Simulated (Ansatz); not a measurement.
What a trial cell of Ir3O relaxes into

Theory: Ansatz 0.2.0, DFT PBE, scalar-relativistic, plane waves, PAW. Cutoff 420 eV, Γ-centred k mesh, Gaussian smearing, collinear spin, first started from parallel moments.

The start puts Ir3O on the Cu3Au (L1_2) structure type (Pm-3m, No. 221), with O in place of Au, Ir in place of Cu, at a guessed volume.

```xyz
4
Lattice="3.6013 0.0000 0.0000 0.0000 3.6013 0.0000 0.0000 0.0000 3.6013" Properties=species:S:1:pos:R:3 pbc="T T T"
Ir    0.0000    1.8007    1.8007
Ir    1.8007    0.0000    1.8007
Ir    1.8007    1.8007    0.0000
O     0.0000    0.0000    0.0000
```

Steps on the 6×6×6 mesh (4 atoms). 6 of 7 steps are shown, and the free energy counts from the last. Trial steps that were taken back and renewals of the plane-wave basis can be among the rows.

```tsv
step	ΔF (meV/atom)	V (Å³/atom)	P (GPa)
1	368.8	11.68	64.03
2	16.2	13.47	7.03
3	9.5	13.73	1.92
4	9.0	13.84	-0.08
5	0.1	13.84	0.89
7	0.0	13.89	0.06
```

A final relaxation ran on a 12×12×12 mesh. The relaxed crystal, Pm-3m (No. 221):

```cif
data_structure
_symmetry_space_group_name_H-M 'Pm-3m'
_symmetry_Int_Tables_number 221
_cell_length_a 3.8166
_cell_length_b 3.8166
_cell_length_c 3.8166
_cell_angle_alpha 90.000
_cell_angle_beta 90.000
_cell_angle_gamma 90.000
_cell_volume 55.59
loop_
_atom_site_label
_atom_site_type_symbol
_atom_site_symmetry_multiplicity
_atom_site_Wyckoff_symbol
_atom_site_fract_x
_atom_site_fract_y
_atom_site_fract_z
_atom_site_occupancy
Ir1 Ir 3 c 0.00000 0.50000 0.50000 1
O1 O 1 a 0.00000 0.00000 0.00000 1
```

For Ir3O, the volume per atom is 13.90 Å³ and the density is 17.70 g/cm³. The energy over the elements is 1.19 eV/atom, the gap on the 12×12×12 mesh is 0 eV (a metal) and the net moment per atom is 0.78 μB. The largest site moment is 0.87 μB.

Formation energies are uncorrected and refer to the elements' standard structures at the same level (O₂ as a molecule).

The final run used a 12×12×12 mesh on its 4-atom cell and 0.10 eV smearing. For metals, differences of a few meV/atom aren't resolved. Spin–orbit coupling is left out.

A structure relaxed within its symmetry needn't be a true minimum.

Cost: 3 runs of about 1.5 core-minutes in all, on Intel Xeon 6975P-C (Granite Rapids) (shared hosts).